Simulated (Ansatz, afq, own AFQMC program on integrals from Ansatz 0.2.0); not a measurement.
Integrals from Ansatz 0.2.0, then the random walk in our own AFQMC program (afq).

```yaml
crystal:
  periodic: [false, false, false]
  atoms:
    - {symbol: Al, position_ang: [0.000000, 0.120622, -0.101655]}
    - {symbol: H, position_ang: [0.000000, -0.264171, 1.939395]}
    - {symbol: H, position_ang: [-0.000001, 0.505415, 1.939395]}
    - {symbol: H, position_ang: [-0.000002, 1.657557, -0.317806]}
    - {symbol: H, position_ang: [0.000007, -5.127728, -0.839775]}
basis:
  gaussian: {orbitals: 6-31G}
total_charge: 1
magnetization: {spin_polarized: true, initial_magnetization: 0}
correlation: {method: ccsd_t, electrons: outside_noble_gas, hamiltonian_folder: ham}
```

```sh
$ ansatz run in.yaml --threads 1 --pin off --events-out ev --progress --plain --max-ram 24576MiB --backend cuda --devices 0, --max-vram 18GiB
```

afq runs on the folder ham with

```
--method phaseless --trial cisd --walkers 4000 --populations 20 --least-time 60 --time-step 0.005 --steps-per-block 50 --equilibration-blocks 40 --max-blocks 4000 --target-error 0.00029 --factor-cut 1e-05 --start spin_pure --seed 7364 --release-times 0.24,0.51,0.99,1.62,2.4 --release-step 0.03 --release-every 3 --taylor-order 6
```

Times are imaginary, in 1/Eh. The walk had a cap of 122 s. With eight or more populations the least sampling time is a fifth of least-time, and the error comes from their spread.

```
orbitals 16  electrons 3 3  factors 89 of 266
reference energy -243.77776497 Eh
CCSD correlation -0.05313364 Eh in 14 cycles, weight of the determinant in the CISD state 0.9525
energy of the start -243.830796 Eh
 block  time / (1/Eh)  mean weight  energy / Eh
     1     0.250  1.0000  -243.830676
     2     0.500  1.0000  -243.830719
     3     0.750  1.0001  -243.830815
     4     1.000  1.0000  -243.830910
     5     1.250  1.0000  -243.831003
     7     1.750  1.0000  -243.831158
     9     2.250  1.0000  -243.831258
    11     2.750  1.0000  -243.831297
    15     3.750  1.0000  -243.831404
    19     4.750  1.0001  -243.831391
    23     5.750  1.0000  -243.831647
    27     6.750  1.0001  -243.831524
    29     7.250  0.9998  -243.831386
    31     7.750  1.0001  -243.831420
    35     8.750  1.0000  -243.831516
    39     9.750  1.0001  -243.831537
    43    10.750  1.0001  -243.831498
    47    11.750  1.0000  -243.831709
    51    12.750  0.9999  -243.831629
    53    13.250  0.9999  -243.831732
    55    13.750  1.0000  -243.831637
    59    14.750  1.0000  -243.831499
    63    15.750  1.0000  -243.831571
    67    16.750  1.0000  -243.831576
    71    17.750  1.0000  -243.831501
    75    18.750  0.9996  -243.831534
    79    19.750  1.0000  -243.831503
    83    20.750  1.0002  -243.831614
    87    21.750  1.0000  -243.831563
    89    22.250  1.0001  -243.831603
error from the spread of 20 populations
released: time / (1/Eh)  energy / Eh  error  mean overlap
  0.24  -243.831549  0.000021  0.9996
  0.51  -243.831556  0.000013  0.9983
  0.99  -243.831577  0.000011  0.9996
  1.62  -243.831599  0.000013  0.9987
  2.40  -243.831591  0.000011  0.9995
energy -243.831561 +/- 0.000024 Eh
(rows thinned)
```

Problem. Estimate how long the walk took on 1 × NVIDIA H100 80GB HBM3 with 2 threads of AMD EPYC 7R13 Processor (Zen 3), with other jobs on the host (the card was shared).

Solution. 20 s of wall time.

The run passed its tests (sampling time, drift between the halves within three errors, error under three times the target), which doesn't prove that it has relaxed.

Against this walk (error 0.7 meV) on the same determinant: CCSD(T) 6.6 meV higher, CCSDT(Q) 0.3 meV lower (within the noise), CCSDTQ 0.5 meV lower (within the noise), full CI 0.5 meV lower (within the noise). The error is statistical and leaves out the bias of the constraint. The determinant has ⟨S²⟩ = 1.01, so the low cluster orders mix in higher spin, while the walk starts as a pure singlet. Released to 2.40 1/Eh the energy moves by -0.8 ± 0.7 meV (both errors), within twice the noise. The determinant is a poor start (see the cautions), so the low cluster orders aren't to be relied on, and full CI is the sure value.

Cautions: constraint bias not in the error; unrestricted determinant spin contaminated (⟨S²⟩ 1.01 against 0.00); the next higher spin lies close (within 5 meV by full CI).

CCSDT and higher add their correlation energy to the determinant of the CCSD(T) run, since their own runs factorise the integrals more tightly (a shift of under 2 meV). A walk keeps the symmetry of its determinant, which the program's search chose and which needn't be the lowest solution, so a lower state of the same spin and another symmetry isn't excluded.
